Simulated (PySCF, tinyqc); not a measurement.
G0W0 on RHF in the sto-3g basis, for BH, spin multiplicity 1, step by step (part 2 of 2). The lowest restricted solution is unstable here: a spin-polarised one lies 0.0063 hartree lower (PySCF). Computed by tinyqc, a small Python program that keeps every step (integrals from PySCF). Command: `OMP_NUM_THREADS=1 python tinyqc.py 23451 23452 out.jsonl` (the two numbers bound the seeds that draw the settings). One thread of a shared host (Intel(R) Xeon(R) Processor @ 2.60GHz), about 0.08 s of CPU time with the checks.

Geometry (angstrom):
```
atom         x         y         z
B     0.000000  0.000000  0.000000
H     0.000000  0.000000  1.790000
```

## G0W0 on Hartree-Fock: HOMO

orbital energies (hartree): MO1 -7.382567, MO2 -0.466918, MO3 -0.232665, MO4 0.247433, MO5 0.247433, MO6 0.367690

Two-electron integrals over orbitals (pq|rs), unique and non-zero (hartree):
```
(11|11) 2.893099    (21|11) -0.290287   (21|21) 0.046221    (22|11) 0.652870
(22|21) -0.012569   (22|22) 0.472117    (31|11) 0.138983    (31|21) -0.021082
(31|22) 0.010520    (31|31) 0.018237    (32|11) -0.137487   (32|21) 0.007527
(32|22) -0.004844   (32|31) 0.007615    (32|32) 0.117144    (33|11) 0.543598
(33|21) -0.007892   (33|22) 0.429298    (33|31) -0.002482   (33|32) 0.001860
(33|33) 0.468785    (41|41) 0.021590    (42|41) 0.024538    (42|42) 0.089658
(43|41) -0.011719   (43|42) -0.038663   (43|43) 0.032473    (44|11) 0.742018
(44|21) -0.010678   (44|22) 0.483660    (44|31) 0.004787    (44|32) -0.076599
(44|33) 0.417887    (44|44) 0.586773    (51|51) 0.021590    (52|51) 0.024538
(52|52) 0.089658    (53|51) -0.011719   (53|52) -0.038663   (53|53) 0.032473
(54|54) 0.031630    (55|11) 0.742018    (55|21) -0.010678   (55|22) 0.483660
(55|31) 0.004787    (55|32) -0.076599   (55|33) 0.417887    (55|44) 0.523513
(55|55) 0.586773    (61|11) -0.089572   (61|21) 0.015895    (61|22) 0.001898
(61|31) 0.003855    (61|32) 0.016242    (61|33) -0.010057   (61|44) -0.003135
(61|55) -0.003135   (61|61) 0.019794    (62|11) 0.136908    (62|21) -0.003060
(62|22) 0.055959    (62|31) 0.012863    (62|32) -0.010897   (62|33) -0.025515
(62|44) 0.076375    (62|55) 0.076375    (62|61) 0.013230    (62|62) 0.088814
(63|11) 0.181212    (63|21) -0.004084   (63|22) 0.037707    (63|31) -0.003535
(63|32) -0.111840   (63|33) -0.000632   (63|44) 0.101400    (63|55) 0.101400
(63|61) -0.008343   (63|62) 0.055887    (63|63) 0.149661    (64|41) 0.007112
(64|42) 0.026591    (64|43) 0.004446    (64|64) 0.025659    (65|51) 0.007112
(65|52) 0.026591    (65|53) 0.004446    (65|65) 0.025659    (66|11) 0.604681
(66|21) -0.007593   (66|22) 0.469690    (66|31) 0.011329    (66|32) 0.051279
(66|33) 0.465550    (66|44) 0.438762    (66|55) 0.438762    (66|61) 0.007719
(66|62) 0.023429    (66|63) -0.024503   (66|66) 0.529116
```

excitation energies w (hartree): 0.525442  0.525442  0.804451  0.884426  0.884426  1.032164  7.673128  7.673128  7.789770

X + Y:
```
             1         2          3          4          5          6          7          8
1>4   0.003037  0.000001   0.000000   0.000007  -0.012216   0.000000   0.997177   0.000000
1>5  -0.000001  0.003037   0.000000  -0.012216  -0.000007   0.000000   0.000000   0.997177
1>6   0.000000  0.000000   0.006283   0.000000   0.000000  -0.004245   0.000000   0.000000
2>4   0.211339  0.000045   0.000000  -0.000510   0.883828   0.000000   0.001204   0.000000
2>5  -0.000045  0.211339   0.000000   0.883828   0.000510   0.000000   0.000000   0.001204
2>6   0.000000  0.000000  -0.424371   0.000000   0.000000   0.817457   0.000000   0.000000
3>4   0.940045  0.000199   0.000000   0.000077  -0.133539   0.000000  -0.000385   0.000000
3>5  -0.000199  0.940045   0.000000  -0.133539  -0.000077   0.000000   0.000000  -0.000385
3>6   0.000000  0.000000   0.785331   0.000000   0.000000   0.317751   0.000000   0.000000

             9
1>4   0.000000
1>5   0.000000
1>6   0.997457
2>4   0.000000
2>5   0.000000
2>6   0.000737
3>4   0.000000
3>5   0.000000
3>6  -0.000332
```

W(p,q,m) = sqrt2 sum_ia (pq|ia) (X+Y)_ia,m; Sigma_c(x) = sum_(i,m) W^2/(x - e_i + w_m) + sum_(a,m) W^2/(x - e_a - w_m); solve x = e_p + Sigma_c(x) by Newton steps; Z = 1/(1 - dSigma/dx); 1 hartree = 27.211386 eV.

The 12 largest terms at x = e_p (hartree; W for the signs of X + Y given):
```
q  m          W       term
2  3  -0.117528   0.013298
6  3   0.132602  -0.012517
6  6   0.131912  -0.010659
2  6  -0.062952   0.003129
5  4  -0.054256  -0.002157
4  5  -0.054256  -0.002157
4  1   0.031564  -0.000991
5  2   0.031564  -0.000991
3  6  -0.029721   0.000856
3  3   0.014521   0.000262
2  9   0.022953   0.000066
5  8  -0.016610  -0.000034
```

Newton steps (hartree):
```
step          x  Sigma_c(x)         Z
0     -0.232665   -0.011879  0.964295
1     -0.244119   -0.011454  0.964268
2     -0.244119   -0.011454  0.964268
```

quasiparticle energy of the HOMO = -6.642825 eV

Hartree-Fock value = -6.331137 eV

## G0W0 on Hartree-Fock: LUMO

As before.

The 12 largest terms at x = e_p (hartree; W for the signs of X + Y given):
```
q  m          W       term
4  6   0.133879  -0.017365
2  5   0.118943   0.008849
4  3   0.066753  -0.005539
3  5  -0.054256   0.002157
6  5   0.032275  -0.001037
3  1   0.031564   0.000991
2  1  -0.024498   0.000484
6  1   0.013889  -0.000299
2  7   0.034778   0.000144
1  5   0.032511   0.000124
1  7   0.030495   0.000061
3  7  -0.016610   0.000034
```

Newton steps (hartree):
```
step         x  Sigma_c(x)         Z
0     0.247433   -0.011403  0.967363
1     0.236402   -0.011033  0.967779
2     0.236400   -0.011033  0.967779
```

quasiparticle energy of the LUMO = 6.432770 eV

Hartree-Fock value = 6.732997 eV
